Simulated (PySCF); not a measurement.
C5H8 (cyclic), optimised at GFN2-xTB:

```xyz
13

C     -0.2053    -1.0958     0.1361
C      1.1645    -0.4139    -0.0271
C      0.8391     1.0483     0.0442
C     -0.4610     1.2720    -0.0210
C     -1.2466     0.0010    -0.1480
H     -0.3190    -1.9505    -0.5283
H     -0.3177    -1.4504     1.1611
H      1.8721    -0.7159     0.7465
H      1.6174    -0.6467    -0.9954
H      1.6130     1.7933     0.1157
H     -0.9452     2.2334    -0.0126
H     -2.0861    -0.0349     0.5480
H     -1.6548    -0.0837    -1.1595
```

Method: PySCF energies (xtb for GFN2) plus ideal-gas RRHO corrections (1 bar). 6-31G* has spherical d functions here. All species are closed-shell singlets. B3LYP is the form with VWN-RPA correlation.

Q: List the harmonic frequencies (cm⁻¹, unscaled) at this level and at the other levels, each on its own geometry.

A: 
- GFN2-xTB: 109, 365, 624, 734, 748, 827, 876, 907, 971, 972, 1034, 1064, 1103, 1112, 1116, 1195, 1195, 1272, 1287, 1300, 1329, 1471, 1479, 1499, 1705, 2938, 2938, 2979, 2983, 2993, 3014, 3107, 3123
- B3LYP/6-31G*: 140, 391, 617, 718, 781, 827, 901, 909, 927, 972, 981, 1046, 1082, 1139, 1162, 1239, 1244, 1324, 1336, 1348, 1398, 1514, 1521, 1539, 1701, 3015, 3015, 3054, 3062, 3074, 3112, 3190, 3214
- HF/6-31G*: 150, 422, 663, 789, 837, 892, 965, 966, 990, 1041, 1091, 1120, 1182, 1234, 1266, 1353, 1354, 1444, 1459, 1479, 1520, 1632, 1643, 1664, 1852, 3185, 3186, 3214, 3226, 3236, 3267, 3361, 3388
- PBE/def2-SVP: 152, 381, 582, 689, 755, 798, 863, 897, 902, 934, 963, 1015, 1018, 1077, 1098, 1175, 1178, 1244, 1267, 1278, 1329, 1399, 1402, 1424, 1643, 2937, 2939, 2987, 3000, 3006, 3050, 3113, 3137
- PBE0/def2-TZVP: 151, 396, 609, 718, 788, 827, 896, 926, 930, 977, 992, 1054, 1066, 1128, 1153, 1229, 1232, 1306, 1322, 1333, 1385, 1474, 1479, 1500, 1698, 3022, 3024, 3063, 3076, 3084, 3120, 3192, 3217
